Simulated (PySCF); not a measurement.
An unknown shows these calculated signals:

¹H NMR (600 MHz, computed): δ 3.35 (s, 3H), 3.02 (d, 2H), 1.84 (m, 1H), 0.92 (d, 6H).

¹³C{¹H} NMR (computed): δ 85.1 (CH2), 62.1 (CH3), 34.0 (CH), 21.8 (CH3).

All values are calculated (PySCF 2.14): GIAO B97-2/pcSseg-2 shieldings, PBE0-D3(BJ)/def2-TZVP geometry. No solvent, one computed conformer, non-relativistic, equivalent nuclei averaged.

Scale: ¹H, ¹³C against TMS (reference shieldings calculated alike).

Task: Which of these does the molecule contain: a methoxy group, an N-methyl group, an amide, a (CH3)2CH unit, an NH or NH2 group?

Result: 
- A methoxy group: yes (δC 62.1; δH 3.35 (s)).
- An N-methyl group: no.
- An amide: no.
- A (CH3)2CH unit: yes (δC 21.8, 34.0; δH 0.92 (d), 1.84 (m)).
- An NH or NH2 group: no.

The data belong to SMILES CC(COC)C, C5H12O; they needn't prove each group on their own.

Carbon signals by region: 2 at 50–100 ppm, 2 below 50 ppm.

Shifts are as computed. Against solution values, carbons near 30 ppm lie about +3 ppm off and those near 130 ppm about +7 ppm. Of 1211 compounds with measured shifts, 218 miss one by over three times the rms of a fit or turn the order of signals round; such compounds aren't used in these exercises. No couplings were computed; multiplicities are counted from neighbouring protons, with m where these are inequivalent, close in shift, in a saturated or five-membered ring or joined by F or P, and br s for small geminal =CH2 splittings.
